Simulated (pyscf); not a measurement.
Elementary routes open to `[F][GeH]([F])[F]` + `[H][H]` in the gas phase (singlet surface):
A. `[FH]` + `[F][Ge][F]` [singlet] + `[H][H]` (F–Ge, Ge–H, H–H broken; F–H, H–H formed)
B. `[F][GeH2][F]` + `[FH]` (F–Ge, H–H broken; Ge–H, F–H formed)

PySCF, gas phase, ωB97X-D3(BJ)/def2-SVP geometries.

Problem. Rank the routes by free-energy barrier at 298 K, lowest first, for ωB97M-D3(BJ)/def2-TZVP energies (ideal gas, 1 atm, RRHO with modes under 100 cm⁻¹ raised to 100, one conformer, R ln 2 for chiral ones without a mode under 150 cm⁻¹).

Solution. B (2.36 eV), A (3.08 eV)

Route B is the fastest of these, ahead of the next by 0.72 eV. The most stable products are those of A (ΔG = +0.47 eV), whose barrier is 0.72 eV higher: the kinetic and the thermodynamic product differ. At 1200 K B is still the fastest. A: On the product side the descent ends in a bound adduct (not fully relaxed), 0.36 eV under the separated species and 2.05 eV under the saddle at ωB97X-D3(BJ)/def2-TZVP. B: On the product side the descent ends in a complex, 0.28 eV under the separated species and 1.71 eV under the saddle at ωB97X-D3(BJ)/def2-TZVP. Only these routes are compared; each barrier is that of the saddle found, and lower ones may exist. Elements up to Kr have no core potential and no relativistic terms here.
